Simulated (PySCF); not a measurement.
Species: trithiane, C3H6S3.
Z-matrix (Å and degrees, PBE0-D3(BJ)/def2-TZVP geometry), rows numbered from 1:
```
C 
S   1  1.8000
C   2  1.7992  1   98.68
S   3  1.7997  2  116.27  1    65.19
C   4  1.7986  3   98.62  2   -65.27
S   1  1.7988  2  116.30  3   -65.15
H   1  1.0936  2  109.68  3    60.09
H   1  1.0904  2  106.30  3   176.69
H   3  1.0937  2  109.73  1   -59.96
H   3  1.0901  2  106.34  1  -176.63
H   5  1.0902  4  106.41  3  -176.48
H   5  1.0937  4  109.72  3   -59.80
```

The closed-shell ground state was solved at several levels (PySCF, density fitting, gas phase, non-relativistic). The structure is a single PBE0-D3(BJ)/def2-TZVP conformer in the gas phase; no vibrational or solvent corrections.

| level | basis functions | total energy (Eh) | HOMO (eV) | LUMO (eV) | gap (eV) | dipole (D) |
| --- | --- | --- | --- | --- | --- | --- |
| wB97X-D/pcSseg-2 | 321 | -1312.5560 | -8.43 | 1.74 | 10.17 | 2.25 |
| KT3/pcSseg-2 | 321 | -1323.0260 | -5.54 | -1.05 | 4.49 | 2.05 |
| PBE0/pcSseg-2 | 321 | -1312.0473 | -6.61 | -0.03 | 6.58 | 2.20 |

(1) Estimate the row for B97-2/pcSseg-2, a basis of 321 functions; the other rows only guide the guess.

(2) Over all these levels, which gives the widest orbital gap and which the narrowest?

(3) In the pcSseg-2 basis, how does the gap go with the fixed share of exact exchange?

(4) How far do the dipole and the HOMO energy spread over the levels?

## Answers

(1) Total energy -1312.6428 Eh, HOMO -6.38 eV, LUMO -0.06 eV, gap 6.32 eV, dipole 2.19 D.

(2) wB97X-D/pcSseg-2 (range-separated hybrid) has the widest, 10.17 eV, and KT3/pcSseg-2 (GGA) the narrowest, 4.49 eV. From the narrowest to the widest the HOMO moves by -2.89 eV and the LUMO by +2.79 eV.

(3) KT3 (0 %) 4.49 eV; B97-2 (21 %) 6.32 eV; PBE0 (25 %) 6.58 eV. Each rise in the share widens the gap here.

(4) The dipole runs from 2.05 to 2.25 D (mean 2.17 D) and the HOMO from -8.43 to -5.54 eV.

wB97X-D is run here without its empirical dispersion term; that term would change no orbital, density or response property at a fixed geometry.
